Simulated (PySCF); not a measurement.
Gas-phase reaction: 4 BF(OH)₂ ⇌ 2 BF₂OH + 3 O + 2 B + 3 H₂O

Energies from PySCF, thermal terms from the rigid-rotor harmonic-oscillator model, ideal gas at 1 bar. † marks an energy on the PBE0/def2-TZVP geometry and frequencies; other levels use their own. MP2 freezes the core. 6-31G* has spherical d functions here. Open shells (unrestricted): O (multiplicity 3), B (multiplicity 2); the rest are closed-shell singlets. Spin-orbit splitting is ignored; it lowers the true energy and changes the entropy of O, B. BF(OH)₂, BF₂OH: computed as isolated molecules; such fragments, hydroxides, amides, oligomers or adducts are transient or little studied in the gas. MP2 isn't extrapolated to the basis-set limit.

BLYP/def2-TZVP† gives ΔH°(298 K) = 3161 kJ.

What do LDA/def2-TZVP†, MP2/def2-TZVPP†, HF/6-31G* give?

LDA/def2-TZVP†: 3770 kJ; MP2/def2-TZVPP†: 3255 kJ; HF/6-31G*: 2400 kJ. For scale, ΔH°(298 K) is 3161 kJ at this level, 3215 kJ at ωB97M-V/def2-TZVP†, and runs from 2391 to 4595 kJ over the 20 levels computed.
